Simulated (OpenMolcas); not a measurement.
## How basis sets differ on P4 (SMILES P12P3P1P23)

P4: 4 atoms, total charge 0, spin state singlet. SMILES: `P12P3P1P23`. The coordinates come from a PBE0-D4/def2-TZVP relaxation.

```xyz
4

P    -0.7248   -0.1000    1.1194
P     1.2949    0.1098    0.3157
P    -0.1850   -1.0917   -0.7498
P    -0.3851    1.0819   -0.6852
```

Each level gives the HOMO–LUMO gap (eV). The values are calculated.

| level | kind | program | value (eV) |
| --- | --- | --- | --- |
| B97-2/pcseg-0 | global hybrid | OpenMolcas | 7.10 |
| B97-2/pcseg-1 | global hybrid | OpenMolcas | 6.71 |
| B97-2/aug-pcseg-1 | global hybrid | OpenMolcas | 6.68 |
| B97-2/pcseg-2 | global hybrid | OpenMolcas | 6.62 |

The values span 6.62 to 7.10 eV. Orbital gaps aren't excitation energies.
